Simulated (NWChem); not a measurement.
## Correlation energy of NO (+1)

```
N
O 1 1.0599
```
Charge +1, spin multiplicity 1.

All runs are NWChem calculations. The geometry was optimised at PBE0/def2-SVP, a minimum by its harmonic frequencies.

Basis set: STO-3G. Each correlation energy counts from its own Hartree-Fock reference.

The correlated methods keep 2 core orbitals frozen. The structure started from a generated list of species. Coupled-cluster values serve here as a point of comparison, not as the truth.

Problem. One of these methods gave a correlation energy of -166.4 mHa. Which?
(A) CR-CCSD(T)
(B) CCSDT
(C) CCSD
(D) SCS-MP2

Solution. A, CR-CCSD(T). The others give -161.3 (SCS-MP2), -168.0 (CCSDT), -163.0 (CCSD).
